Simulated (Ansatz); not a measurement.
# C2H4F2O: a ladder of functionals and wavefunction methods

Aim: compute C2H4F2O with functionals from several rungs and with coupled cluster. The yardstick is the atomisation energy at the CCSD(T) limit.

Program: Ansatz 0.2.0, Gaussian basis. Level of theory: functionals in def2-TZVPP, the program's frozen cores in correlated methods. These are calculated values, not measurements.

Levels to be run: LDA (SPW92), PBE-D4, revPBE-D4, BLYP-D4, r2SCAN-D4, B97M-V, PBE0-D4, B3LYP-D4, r2SCANh-D4, r2SCAN0-D4, HSE06-D4, BHLYP-D4, CAM-B3LYP-D4, LC-ωPBE, ωB97X-V, ωB97M-V, B2PLYP, PBE-QIDH; CCSD(T)/def2-SVP; CCSD(T)/def2-TZVPP; MP2/def2-QZVPP; extrapolation to the limit; RPA on PBE.

## (1) The relaxed structure

An earlier PBE0-D4 in a triple-zeta def2 set relaxation fixed the geometry.

SMILES `CC(O)(F)F`, 9 atoms, charge 0, spin multiplicity 1.

Atoms are counted from 1 here; the program's logs count them from 0.

Bond lengths: C1–C2 1.498 Å, C1–H6 1.089 Å, C1–H7 1.089 Å, C1–H8 1.089 Å, C2–O3 1.354 Å, C2–F4 1.366 Å, C2–F5 1.366 Å, O3–H9 0.965 Å. Angles: C2–C1–H6 109.4°, C2–C1–H7 109.4°, C2–C1–H8 109.2°, H6–C1–H7 109.5°, H6–C1–H8 109.7°, H7–C1–H8 109.7°, C1–C2–O3 111.3°, C1–C2–F4 110.6°, C1–C2–F5 110.6°, O3–C2–F4 109.9°, O3–C2–F5 109.9°, F4–C2–F5 104.4°, C2–O3–H9 108.4°.

## (2) LDA

This LDA is Slater exchange with PW92 correlation.

in.yaml reads:

```yaml
crystal:
  periodic: [false, false, false]
  atoms:
    - {symbol: C, position_ang: [-0.975629, -0.148742, -0.310350]}
    - {symbol: C, position_ang: [0.468113, 0.131191, -0.025455]}
    - {symbol: O, position_ang: [0.814298, -0.288840, 1.214424]}
    - {symbol: F, position_ang: [1.266979, -0.466453, -0.958323]}
    - {symbol: F, position_ang: [0.734091, 1.464598, -0.155414]}
    - {symbol: H, position_ang: [-1.595076, 0.370845, 0.419132]}
    - {symbol: H, position_ang: [-1.155993, -1.220514, -0.242506]}
    - {symbol: H, position_ang: [-1.216370, 0.201590, -1.312702]}
    - {symbol: H, position_ang: [1.747988, -0.089876, 1.354095]}
basis:
  gaussian: {orbitals: def2-TZVPP}
hamiltonian: {xc: lda}
output: {orbitals: {seedname: orbitals}}
```

Started as:

```
ansatz run in.yaml --threads 2 --pin off --events-out ev --progress --plain --max-ram 4352MiB
```

Further steps of the session: PBE-D4 (GGA); revPBE-D4 (GGA); BLYP-D4 (GGA); r2SCAN-D4 (meta-GGA); B97M-V (meta-GGA); PBE0-D4 (hybrid); B3LYP-D4 (hybrid); r2SCANh-D4 (hybrid); r2SCAN0-D4 (hybrid); HSE06-D4 (hybrid); BHLYP-D4 (hybrid); CAM-B3LYP-D4 (range-separated); LC-ωPBE (range-separated); ωB97X-V (range-separated); ωB97M-V (range-separated); B2PLYP (double hybrid); PBE-QIDH (double hybrid); CCSD(T) in def2-SVP; CCSD(T) in def2-TZVPP; MP2 in def2-QZVPP; RPA on PBE orbitals.

Before running them: what should the planned runs give, taken together? Wanted: atomisation energy, CCSD(T)/CBS; farthest beyond LDA; mean size of error, GGA; mean size of error, meta-GGA; mean size of error, hybrid; mean size of error, range-separated; mean size of error, double hybrid; gap, smallest and largest; T1 diagnostic.

The runs gave:

```
                               quantity                                                                                value
        atomisation energy, CCSD(T)/CBS                                                                        3572.3 kJ/mol
 functionals within 17.9 kJ/mol (0.5 %)  revPBE-D4, BLYP-D4, r2SCAN-D4, B97M-V, PBE0-D4, HSE06-D4, LC-ωPBE, ωB97X-V, ωB97M-V
                    farthest beyond LDA                                                             BHLYP-D4 (-166.5 kJ/mol)
                mean size of error, GGA                                                                          40.5 kJ/mol
           mean size of error, meta-GGA                                                                          10.2 kJ/mol
             mean size of error, hybrid                                                                          49.0 kJ/mol
    mean size of error, range-separated                                                                          12.7 kJ/mol
      mean size of error, double hybrid                                                                          34.4 kJ/mol
              gap, smallest and largest                                                7.95 eV (BLYP-D4), 15.93 eV (LC-ωPBE)
                          T1 diagnostic                                                                               0.0111
triples share of the correlation energy                                                                                3.3 %
```

**Reading.** LDA overbinds by 643.5 kJ/mol (18 %). PBE-D4 is off by +110.6 kJ/mol. Double hybrids carry the basis error of their MP2 part in triple zeta, and no dispersion term here, so their miss is partly the set-up's. The rungs meta-GGA, range-separated miss on average by less than the doubt on the reference (17.9 kJ/mol), so they tie. Misses under about 17.9 kJ/mol are within the doubt on the reference itself, which lacks core-valence correlation, relativity and higher excitations. Hartree-Fock recovers 71 % of the binding; the rest is correlation. CCSD(T) in def2-SVP is off by -168.0 kJ/mol, worse than the median functional, from the basis alone. The gap grows from 7.9 to 15.9 eV across the functionals, mostly with the share of exact exchange.
